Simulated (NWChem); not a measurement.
The numbers come from NWChem runs, not from measurements. System: NO, charge 0, spin multiplicity 2, at a geometry optimised with UPBE0/def2-SVP. The structure started from a generated list of species. Its SCF solution wasn't tested for a lower state. Level: UHF/def2-TZVP.

Job file:

```
start mol
memory heap 200 mb stack 900 mb global 1100 mb
geometry units angstroms nocenter noautoz
  N      0.000000     0.000000     0.609265
  O      0.000000     0.000000    -0.533107
  symmetry group C2v
end
basis spherical
  * library def2-tzvp
end
scf
  uhf
  nopen 1
  maxiter 100
  thresh 1e-7
  semidirect memsize 60000000 filesize 0
  # guess.movecs holds the orbitals of an unrestricted PBE0 run
  vectors input guess.movecs output mol.movecs
end
task scf energy
```

Output (cleaned and shortened):

```
             Northwest Computational Chemistry Package (NWChem) 7.3.0
             --------------------------------------------------------

                                NWChem Input Module
                                -------------------

 Scaling coordinates for geometry "geometry" by  1.889725989
 (inverse scale =  0.529177249)

 Turning off AUTOSYM since
 SYMMETRY directive was detected!

                             Geometry "geometry" -> ""
                             -------------------------

 Output coordinates in angstroms (scale by  1.889725989 to convert to a.u.)

  No.       Tag          Charge          X              Y              Z
 ---- ---------------- ---------- -------------- -------------- --------------
    1 N                    7.0000     0.00000000     0.00000000     0.60926500
    2 O                    8.0000     0.00000000     0.00000000    -0.53310700

 Effective nuclear repulsion energy (a.u.)      25.9406970269

            Nuclear Dipole moment (a.u.)
            ----------------------------
        X                 Y               Z
 ---------------- ---------------- ----------------
     0.0000000000     0.0000000000    -0.0000018897

      Symmetry information
      --------------------

 Group name             C2v
 Group number             16
 Group order               4
 No. of unique centers     2

      Symmetry unique atoms

     1    2


 Summary of "ao basis" -> "" (spherical)
 ------------------------------------------------------------------------------
       Tag                 Description            Shells   Functions and Types
 ---------------- ------------------------------  ------  ---------------------
 *                         def2-tzvp                  on all atoms

 Summary of "ao basis" -> "ao basis" (spherical)
 ------------------------------------------------------------------------------
       Tag                 Description            Shells   Functions and Types
 ---------------- ------------------------------  ------  ---------------------
 N                         def2-tzvp                11       31   5s3p2d1f
 O                         def2-tzvp                11       31   5s3p2d1f

                                 NWChem SCF Module
                                 -----------------

  ao basis        = "ao basis"
  functions       =    62
  atoms           =     2
  alpha electrons =     8
  beta  electrons =     7
  charge          =   0.00
  wavefunction    = UHF
  use symmetry    = T
  symmetry adapt  = T

 Summary of "ao basis" -> "ao basis" (spherical)
 ------------------------------------------------------------------------------
       Tag                 Description            Shells   Functions and Types
 ---------------- ------------------------------  ------  ---------------------
 N                         def2-tzvp                11       31   5s3p2d1f
 O                         def2-tzvp                11       31   5s3p2d1f

      Symmetry analysis of basis
      --------------------------

        a1         28
        a2          6
        b1         14
        b2         14

 Forming initial guess at       0.1s

   Symmetry analysis of molecular orbitals - initial alpha
   -------------------------------------------------------

  Numbering of irreducible representations:

     1 a1          2 a2          3 b1          4 b2

  Orbital symmetries:

     1 a1          2 a1          3 a1          4 a1          5 b1
     6 b2          7 a1          8 b1          9 b2         10 a1
[...]
              MO Center=  1.1D-15,  7.9D-15,  1.4D+00, r^2= 2.3D+00
   Bfn.  Coefficient  Atom+Function         Bfn.  Coefficient  Atom+Function
  ----- ------------  ---------------      ----- ------------  ---------------
     4      1.978627  1 N  s                 14     -1.157084  1 N  pz
    36     -0.989323  2 O  s                  5     -0.855227  1 N  s
    45     -0.502362  2 O  pz                42     -0.256231  2 O  pz
    35     -0.207377  2 O  s

                     UHF Final Beta Molecular Orbital Analysis
                     -----------------------------------------

 Vector    5  Occ=1.000000D+00  E=-6.618453D-01  Symmetry=b2
              MO Center= -1.2D-16,  3.6D-15, -2.2D-01, r^2= 7.8D-01
   Bfn.  Coefficient  Atom+Function         Bfn.  Coefficient  Atom+Function
  ----- ------------  ---------------      ----- ------------  ---------------
    38      0.391465  2 O  py                41      0.357289  2 O  py
     7      0.209390  1 N  py                10      0.194603  1 N  py
    44      0.179754  2 O  py

 Vector    6  Occ=1.000000D+00  E=-6.546553D-01  Symmetry=a1
              MO Center=  6.8D-15, -5.5D-15,  5.4D-01, r^2= 1.1D+00
   Bfn.  Coefficient  Atom+Function         Bfn.  Coefficient  Atom+Function
  ----- ------------  ---------------      ----- ------------  ---------------
     8      0.336884  1 N  pz                 4      0.316209  1 N  s
     5      0.284898  1 N  s                 39     -0.272652  2 O  pz
    11      0.246150  1 N  pz                42     -0.239424  2 O  pz
     3      0.178063  1 N  s

 Vector    7  Occ=1.000000D+00  E=-6.160610D-01  Symmetry=b1
              MO Center= -2.8D-15, -1.8D-16, -2.2D-01, r^2= 8.0D-01
   Bfn.  Coefficient  Atom+Function         Bfn.  Coefficient  Atom+Function
  ----- ------------  ---------------      ----- ------------  ---------------
    37      0.387126  2 O  px                40      0.352923  2 O  px
     6      0.202785  1 N  px                43      0.195305  2 O  px
     9      0.185497  1 N  px

 Vector    8  Occ=0.000000D+00  E= 1.110704D-01  Symmetry=b2
              MO Center=  2.7D-17,  3.8D-15,  3.9D-01, r^2= 1.5D+00
   Bfn.  Coefficient  Atom+Function         Bfn.  Coefficient  Atom+Function
  ----- ------------  ---------------      ----- ------------  ---------------
    13      0.683948  1 N  py                44     -0.465653  2 O  py
     7      0.334605  1 N  py                10      0.297566  1 N  py
    38     -0.270482  2 O  py                41     -0.242651  2 O  py

 Vector    9  Occ=0.000000D+00  E= 1.554565D-01  Symmetry=b1
              MO Center= -6.3D-15, -2.0D-16,  4.1D-01, r^2= 1.7D+00
   Bfn.  Coefficient  Atom+Function         Bfn.  Coefficient  Atom+Function
  ----- ------------  ---------------      ----- ------------  ---------------
    12      0.762774  1 N  px                43     -0.506838  2 O  px
     6      0.318698  1 N  px                37     -0.261571  2 O  px
     9      0.259187  1 N  px                40     -0.229050  2 O  px

 Vector   10  Occ=0.000000D+00  E= 3.109458D-01  Symmetry=a1
              MO Center= -1.8D-15, -1.5D-16, -8.4D-03, r^2= 3.7D+00
   Bfn.  Coefficient  Atom+Function         Bfn.  Coefficient  Atom+Function
  ----- ------------  ---------------      ----- ------------  ---------------
     5      4.236077  1 N  s                 36     -3.900916  2 O  s
    14     -2.412234  1 N  pz                45     -1.708300  2 O  pz
    11     -0.380823  1 N  pz                 4     -0.217661  1 N  s
    35     -0.212613  2 O  s                 22      0.189179  1 N  d  0

 center of mass
 --------------
 x =   0.00000000 y =   0.00000000 z =   0.00028864

 moments of inertia (a.u.)
 ------------------
          34.795719446386           0.000000000000           0.000000000000
           0.000000000000          34.795719446386           0.000000000000
           0.000000000000           0.000000000000           0.000000000000

  Mulliken analysis of the total density
  --------------------------------------

    Atom       Charge   Shell Charges
 -----------   ------   -------------------------------------------------------
    1 N    7     6.80   0.82  1.15  0.63  0.85  0.36  1.30  1.24  0.35  0.02  0.07  0.01
    2 O    8     8.20   0.79  1.18  0.60  1.00  0.31  1.80  1.87  0.59  0.01  0.05  0.00

  Mulliken analysis of the alpha density
  --------------------------------------

    Atom       Charge   Shell Charges
 -----------   ------   -------------------------------------------------------
    1 N    7     3.85   0.41  0.58  0.33  0.43  0.17  0.85  0.81  0.22  0.01  0.03  0.00
    2 O    8     4.15   0.40  0.59  0.30  0.50  0.15  0.95  0.95  0.27  0.00  0.03  0.00

   Mulliken analysis of the beta density
   -------------------------------------

    Atom       Charge   Shell Charges
 -----------   ------   -------------------------------------------------------
    1 N    7     2.95   0.41  0.58  0.30  0.42  0.19  0.45  0.43  0.13  0.01  0.04  0.01
    2 O    8     4.05   0.40  0.59  0.29  0.50  0.16  0.85  0.92  0.32  0.00  0.02  0.00

   Mulliken analysis of the spin density
   -------------------------------------

    Atom       Charge   Shell Charges
 -----------   ------   -------------------------------------------------------
    1 N    7     0.90   0.00 -0.00  0.03  0.02 -0.02  0.41  0.37  0.10 -0.00 -0.00 -0.00
    2 O    8     0.10   0.00 -0.00  0.01  0.01 -0.01  0.10  0.03 -0.05  0.00  0.00  0.00

       Multipole analysis of the density wrt the origin
       ------------------------------------------------

     L   x y z        total         alpha         beta         nuclear
     -   - - -        -----         -----         ----         -------
     0   0 0 0     -0.000000     -8.000000     -7.000000     15.000000

     1   1 0 0      0.000000      0.000000     -0.000000      0.000000
     1   0 1 0      0.000000      0.000000      0.000000      0.000000
     1   0 0 1      0.090223     -0.390119      0.480344     -0.000002

     2   2 0 0     -7.908354     -4.527415     -3.380939      0.000000
     2   1 1 0     -0.000000     -0.000000     -0.000000      0.000000
     2   1 0 1      0.000000      0.000000     -0.000000      0.000000
     2   0 2 0     -7.159214     -3.742807     -3.416406      0.000000
     2   0 1 1      0.000000      0.000000      0.000000      0.000000
     2   0 0 2     -8.386734    -13.855418    -11.929726     17.398409

 Task  times  cpu:        1.2s     wall:        1.2s

 Total times  cpu:        1.3s     wall:        1.3s
```
